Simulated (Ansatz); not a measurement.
Geometry optimisation, RKS PBE0/def2-SVP in Ansatz.

Input file:

```yaml
crystal:
  periodic: [false, false, false]
  atoms:
    - { symbol: "N", position_ang: [0.2557, -1.4436, -0.2629] }
    - { symbol: C, position_ang: [-0.092, -0.1214, 0.386] }
    - { symbol: S, position_ang: [1.2968, 0.8712, 0.6043] }
    - { symbol: C, position_ang: [0.0215, 1.215, -0.3104] }
    - { symbol: F, position_ang: [0.0295, 1.2689, -1.6984] }
    - { symbol: F, position_ang: [-0.9223, 2.2151, 0.0867] }
    - { symbol: H, position_ang: [0.8313, -1.9701, 0.3236] }
    - { symbol: H, position_ang: [-0.6064, -1.9143, -0.448] }
    - { symbol: H, position_ang: [-0.7255, -0.1671, 1.302] }
basis:
  gaussian: { orbitals: def2-SVP }
hamiltonian:
  xc: pbe0
relax:
  f_tol: 0.015
  max_steps: 40
```

Run as:

```bash
$ ansatz run input.yaml --threads 2 --pin off --max-ram 3072MiB --backend cpu --events-out ev --progress --plain --runs-dir out
```

Task: Where does it end, and by what steps?

Result: The run converged. After 20 steps the energy has fallen by 1.349 eV; H8 moved furthest, 1.16 Å.

| step | energy less start (eV) | largest force component (eV/Å) | accepted |
| --- | --- | --- | --- |
| 0 | 0.0000 | 5.841 | yes |
| 1 | -0.7260 | 3.511 | yes |
| 2 | -1.0287 | 0.764 | yes |
| 3 | -0.9212 | 1.994 | no |
| 4 | -1.0642 | 0.214 | yes |
| 5 | -1.0730 | 0.139 | yes |
| 6 | -1.0772 | 0.543 | yes |
| 7 | -1.0874 | 0.215 | yes |
| 8 | -1.0749 | 0.563 | no |
| 9 | -1.0992 | 0.144 | yes |
| 10 | -1.1125 | 0.308 | yes |
| 11 | -1.1283 | 0.805 | yes |
| 12 | -1.1644 | 0.758 | yes |
| 13 | -1.1789 | 1.444 | yes |
| 14 | -1.2296 | 2.866 | yes |
| 15 | -0.8950 | 2.788 | no |
| 16 | -1.3287 | 0.738 | yes |
| 17 | -1.3481 | 0.139 | yes |
| 18 | -1.3346 | 0.582 | no |
| 19 | -1.3493 | 0.024 | yes |
| 20 | -1.3493 | 0.009 | yes |

```xyz
9
Properties=species:S:1:pos:R:3
N -0.102 -1.380 -0.090
C -0.048 -0.144 0.522
S 1.503 1.030 0.419
C -0.128 1.080 -0.279
F -0.250 0.914 -1.605
F -0.959 2.054 0.096
H 0.322 -2.133 0.442
H 0.223 -1.376 -1.052
H -0.472 -0.092 1.530
```

The run took 49 s on 2 threads of Intel(R) Xeon(R) CPU @ 2.80GHz (Skylake/Cascade Lake) (shared host), peak memory 0.25 GiB.
